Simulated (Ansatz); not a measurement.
A nudged elastic band was laid between two geometries of BFH2O + H (6 atoms, charge 0, multiplicity 2).

Computed with UKS B3LYP-D4/def2-SVP (Ansatz 0.2.0).

| Quantity | Value |
| --- | --- |
| movable images | 7 |
| climbing image | yes |
| spring | 5.0 eV/Å² |
| optimiser | quadratic models (default) |
| start path | through a guess of the saddle point |
| force threshold | 0.5 eV/Å |
| iteration limit | 60 |
| end points | relaxed |

Initial state:

```xyz
6
Properties=species:S:1:pos:R:3
B 0.005 -0.095 -0.249
H 0.019 -0.140 0.959
F 1.123 0.209 -0.893
O -1.092 -0.339 -0.991
H -1.870 -0.553 -0.463
H 0.007 0.071 3.615
```

Final state:

```xyz
6
Properties=species:S:1:pos:R:3
B -0.033 -0.100 -0.532
H 0.091 -0.022 2.405
F 1.100 0.191 -1.134
O -1.141 -0.365 -1.239
H -1.909 -0.565 -0.688
H 0.084 0.013 3.167
```

Which bonds break or form, and what moves?

Bonds broken: B1–H2. Bonds formed: H2–H6. BFH2O + H becomes BFHO + H2.

Give the energies along the band, and the barrier.

The run converged. The highest image is number 4 of 0 to 8, 7.7 kcal/mol above the first end and 4.8 kcal/mol above the last; the last end lies 2.9 kcal/mol above the first. The threshold of 0.5 eV/Å is loose, so the images may lie well off the minimum-energy path. Another band between the same ends (7 images) ends at a top of the same energy, where a vibrational analysis finds 1 clearly imaginary mode.

| image | path coordinate (Å) | energy (kcal/mol) | B1–H2 (Å) | H2–H6 (Å) |
| --- | --- | --- | --- | --- |
| 0 | 0.00 | 0.0 | 1.21 | 2.66 |
| 1 | 0.38 | 0.1 | 1.21 | 2.25 |
| 2 | 0.76 | 0.9 | 1.22 | 1.84 |
| 3 | 1.14 | 2.9 | 1.25 | 1.39 |
| 4 | 1.53 | 7.7 | 1.64 | 0.88 |
| 5 | 1.91 | 5.3 | 2.03 | 0.78 |
| 6 | 2.30 | 3.6 | 2.38 | 0.77 |
| 7 | 2.68 | 3.1 | 2.64 | 0.77 |
| 8 | 3.07 | 2.9 | 2.94 | 0.76 |

What is the geometry of the highest image?


```xyz
6
Properties=species:S:1:pos:R:3:forces:R:3
B 0.000 -0.123 -0.099 0.09 0.01 -0.11
H -0.006 -0.106 1.536 -0.02 0.03 0.00
F 1.143 0.234 -0.649 0.00 -0.01 -0.03
O -1.083 -0.319 -0.866 -0.01 0.02 0.04
H -1.867 -0.552 -0.353 -0.06 -0.04 -0.04
H 0.005 0.020 2.410 0.00 -0.01 0.14
```

Run time: 95 s on 1 thread of Arm Neoverse V1, on a shared host, peak memory 0.12 GiB.
